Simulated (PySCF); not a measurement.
## Cl₂⁺: frontier orbitals

LC-ωPBE at R = 1.923 Å; Cl aug-pcseg-1; no relativity (PySCF 2.14). State: ²Πg (doublet), unpaired electrons π ↑. Only the outer orbitals are listed.

```json
{"spin": "α", "orbital": "σg", "occ.": "1", "ε (eV)": "-39.09", "main shells (%)": "90 s, 9 p"}
{"spin": "α", "orbital": "σu", "occ.": "1", "ε (eV)": "-33.43", "main shells (%)": "100 s"}
{"spin": "α", "orbital": "σg", "occ.": "1", "ε (eV)": "-24.84", "main shells (%)": "88 p, 11 s"}
{"spin": "α", "orbital": "πu", "occ.": "1", "ε (eV)": "-24.16", "main shells (%)": "98 p"}
{"spin": "α", "orbital": "πu", "occ.": "1", "ε (eV)": "-23.28", "main shells (%)": "98 p"}
{"spin": "α", "orbital": "πg", "occ.": "1", "ε (eV)": "-20.78", "main shells (%)": "101 p"}
{"spin": "α", "orbital": "πg", "occ.": "1", "ε (eV)": "-19.81", "main shells (%)": "101 p"}
{"spin": "α", "orbital": "σu", "occ.": "0", "ε (eV)": "-8.33", "main shells (%)": "101 p"}
{"spin": "α", "orbital": "σg", "occ.": "0", "ε (eV)": "-2.79", "main shells (%)": "91 s"}
{"spin": "β", "orbital": "σg", "occ.": "1", "ε (eV)": "-38.61", "main shells (%)": "88 s, 10 p"}
{"spin": "β", "orbital": "σu", "occ.": "1", "ε (eV)": "-32.42", "main shells (%)": "99 s"}
{"spin": "β", "orbital": "σg", "occ.": "1", "ε (eV)": "-24.48", "main shells (%)": "86 p, 12 s"}
{"spin": "β", "orbital": "πu", "occ.": "1", "ε (eV)": "-23.08", "main shells (%)": "98 p"}
{"spin": "β", "orbital": "πu", "occ.": "1", "ε (eV)": "-21.93", "main shells (%)": "96 p"}
{"spin": "β", "orbital": "πg", "occ.": "1", "ε (eV)": "-19.54", "main shells (%)": "100 p"}
{"spin": "β", "orbital": "πg", "occ.": "0", "ε (eV)": "-11.87", "main shells (%)": "100 p"}
{"spin": "β", "orbital": "σu", "occ.": "0", "ε (eV)": "-8.02", "main shells (%)": "99 p"}
{"spin": "β", "orbital": "σg", "occ.": "0", "ε (eV)": "-2.75", "main shells (%)": "91 s"}
```

Question: Which are the highest filled and the lowest empty level, where do they sit, and how wide is the gap?

Answer: Highest filled β πg at -19.54 eV (in %: 100 p); lowest empty β πg at -11.87 eV (in %: 100 p); the gap at LC-ωPBE is 7.67 eV. Both belong to one degenerate shell, split only by its one-sided filling, so this is no excitation gap.

The bond order (Mayer) is 1.30 and the ⟨S²⟩ is 0.756.

Shares are Mulliken populations and can fall outside 0 to 100 %.

The state is the lowest determinant that a PBE0 search found; another state may lie lower at other levels.
